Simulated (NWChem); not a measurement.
# Total energies of Na (+1)

```
Na
```
Charge +1, spin multiplicity 1.

All runs are NWChem calculations.

Basis set: STO-3G (9 functions).

```json
[
 {"method": "RHF", "total energy (Ha)": "-159.78462"},
 {"method": "MP2", "total energy (Ha)": "-159.82261"},
 {"method": "B2PLYP", "total energy (Ha)": "-160.05770"},
 {"method": "PBE", "total energy (Ha)": "-160.02164"},
 {"method": "B3LYP", "total energy (Ha)": "-160.14661"},
 {"method": "TPSS", "total energy (Ha)": "-160.15574"},
 {"method": "CCSD(T)", "total energy (Ha)": "-159.82536"}
]
```

Total energies of different functionals aren't comparable as a measure of quality: only differences taken within one method are. 

The correlated methods keep 1 core orbital frozen. B3LYP has NWChem's definition, with VWN1-RPA local correlation. Coupled-cluster values serve here as a point of comparison, not as the truth.
